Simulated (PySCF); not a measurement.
# Electric field gradients and quadrupole coupling constants

Compound: C₃H₃F₂S (charge -1).
Geometry (PBE0-D3(BJ)/def2-SVP, Å), atoms numbered from 1 in this order:
```xyz
9
C3H3F2S angstrom
C     -1.2912    0.0160   -0.2098
C     -0.1034    0.6273    0.0393
S      0.2467    2.3026    0.2311
C      1.1228   -0.2450    0.1600
F      1.8821   -0.2115   -0.9733
F      0.8454   -1.5760    0.3601
H     -1.3607   -1.0720   -0.2976
H     -2.2003    0.6139   -0.3189
H      1.7548    0.0985    0.9972
```

Field gradients from the PBE0/pcSseg-1 density (PySCF, non-relativistic), principal values in atomic units, ordered |Vxx| ≤ |Vyy| ≤ |Vzz|:

```json
{"atom": "S3", "Vxx": "-0.6858", "Vyy": "-1.7406", "Vzz": "2.4264"}
```

**Question.** Find the asymmetry η = (Vxx − Vyy)/Vzz and the couplings χ = eQV/h (234.96 MHz × Q in barn × V in au), with Q(33S) = −0.0678 b.

**Answer.** 
| atom | environment | nucleus | η | χzz (MHz) | χxx (MHz) | χyy (MHz) |
| --- | --- | --- | --- | --- | --- | --- |
| S3 | sulfur bonded to C | 33S | 0.43 | -38.65 | 10.93 | 27.73 |

**Question.** What is Vzz at S3 in SI units (1 au = 9.71736 × 10²¹ V/m²)?

**Answer.** 2.4264 au = 23.578 × 10²¹ V/m².

**Question.** What couplings would deuterons (Q(2H) = 0.00286 b) have in place of the hydrogens, at this geometry?

**Answer.** 
| atom | bonded to | bond length (Å) | Vzz (au) | η | χzz (kHz) |
| --- | --- | --- | --- | --- | --- |
| H7 | C1 | 1.094 | 0.3153 | 0.10 | 212 |
| H8 | C1 | 1.093 | 0.3183 | 0.08 | 214 |
| H9 | C4 | 1.104 | 0.2673 | 0.05 | 180 |

One conformer (not necessarily the lowest) at the PBE0-D3(BJ)/def2-SVP geometry, without solvent, vibrations or thermal averaging. The pcSseg-1 basis has no diffuse functions, a weakness for an anion. With so small a basis the couplings can be 20 % off.
